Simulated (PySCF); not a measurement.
A made-up structure of LiSi₂H₃, closed shell:

```
6
angstrom
Li 0.2217 -1.3759 -0.6732
Si -2.0659 -0.4468 -0.6162
Si 0.3590 0.6841 0.0750
H 0.6249 -2.0026 0.7313
H 0.0283 1.8497 -0.8117
H 0.8606 1.2514 1.3622
```

It is relaxed with PBE-D4/def2-SVP and then PBE0-D4/def2-TZVP (PySCF 2.14 with density fitting (its default auxiliary sets; JK sets also for MP2 and CCSD(T))). Atoms count as bonded within 1.22 times the sum of their covalent radii (H–H: 0.88 Å). The end point is not checked to be a true minimum.

(1) Does its bonding change? (A judgement: the text doesn't fix the answer.)

Results:

(1) The calculation gives: Yes. Formed: Si2–Si3, Si2–H4; broken: none.

Where it ends: The first stage lowers the energy by 4.11 eV in 25 steps. It ends as LiSi₂H₃ ([H]1[Li]2[SiH2][Si]12):
```csv
atom,x (Å),y (Å),z (Å)
Li1,0.8345,-1.6095,-0.6168
Si2,-1.4428,-0.8103,-0.1745
Si3,-0.0016,0.8509,-0.0181
H4,-0.4388,-1.5959,0.7601
H5,-0.1434,2.1464,-0.7402
H6,1.2115,0.9740,0.8595
```

Labels in which every atom is bracketed show which atoms are joined, not bond orders.

For scale, one of the runs: PBE0-D4/def2-TZVP relaxation, 106 basis functions, launched by `OMP_NUM_THREADS=2 python run.py`. The run took 56 s on 2 CPU threads of an Arm Neoverse V1 (shared host), with 1 GiB of host memory at its peak.
